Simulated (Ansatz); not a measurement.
**MgCl radical: functionals against CCSD(T) at one geometry**

The task here is to estimate one member of a computed series from the others.

Computed with Ansatz 0.2.0, Gaussian basis. Level: single points in def2-TZVPP.

Correlated methods freeze the cores. The outer core shell of Li, Na, Mg and K is correlated. Orbitals are unrestricted.

**Starting geometry**

SMILES `[Mg][Cl]`, 2 atoms, charge 0, spin multiplicity 2.

Atoms are counted from 1 here; the program's logs count them from 0.

Bond lengths: Mg1–Cl2 2.149 Å.

As a file:

```xyz
2
ClMg
Mg    0.9269   -0.3436    0.4554
Cl   -0.9099    0.2889   -0.4641
```

Set-up of the first run:

run/in.yaml

```yaml
crystal:
  periodic: [false, false, false]
  atoms:
    - {symbol: Mg, position_ang: [0.926900, -0.343600, 0.455400]}
    - {symbol: Cl, position_ang: [-0.909900, 0.288900, -0.464100]}
basis:
  gaussian: {orbitals: def2-TZVPP}
magnetization: {spin_polarized: true, initial_magnetization: 1}
correlation: {method: ccsd_t}
scf: {omitted_lower_state_checks: [cluster_reference]}
output: {forces: true}
```

The command line of these runs was not kept.

Among the steps run: CCSD(T)/def2-TZVPP; PBE0-D4/def2-TZVPP; wB97M-V/def2-TZVPP; r2SCAN-D4/def2-TZVPP; PBE-D4/def2-TZVPP; HSE06-D4/def2-TZVPP; revPBE-D4/def2-TZVPP.

One of the session's tables, all rows but one given; the rest of the session is left out.

```
   method  RMS force component (eV/Å)  dipole (D)
  CCSD(T)                       0.485        3.07
  PBE0-D4                           ?           ?
  wB97M-V                       0.487        3.34
r2SCAN-D4                       0.453        3.09
   PBE-D4                       0.528        2.92
 HSE06-D4                       0.443        3.07
revPBE-D4                       0.602        2.88
```

**Question.** Estimate the row for PBE0-D4.

As computed: RMS force component (eV/Å): 0.439; dipole (D): 3.07. In the column «RMS force component (eV/Å)» it is the lowest.
